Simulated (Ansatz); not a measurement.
A calculation with Ansatz (development build ahead of 0.2.0).

```yaml
crystal:
  periodic: [false, false, false]
  atoms:
    - { symbol: "N", position_ang: [0.0, 0.0, 0.0] }
    - { symbol: "N", position_ang: [0.0, 0.0, 1.62] }
basis:
  gaussian: { orbitals: def2-SVP }
total_charge: 1
magnetization:
  initial_magnetization: 1
hamiltonian:
  xc: hf
correlation:
  method: mp2
  frozen_orbitals: { "N": 1 }
output:
  forces: true
```

The input is written out in the form of the current development build from the run's settings. Correlation on restricted open-shell orbitals is semicanonical, with singles.

Output:

```
Converged                       : yes
Reference energy                : -108.07529 hartree
Correlation energy              : -0.26336 hartree
Total energy                    : -108.33865 hartree
Spin squared of the determinant : 0.750
Stability test                  : minimum among restricted orbitals
```

Forces (eV/Å):
```
atom     Fx     Fy       Fz
  N1  0.000  0.000   16.758
  N2  0.000  0.000  -16.758
```

Caution: bonds are stretched, where a single reference can fail; an unrestricted determinant lies well below; other determinants can give a lower correlated total; forces differ strongly between restricted and unrestricted references; MP2 on this radical cation hangs on the determinant chosen.
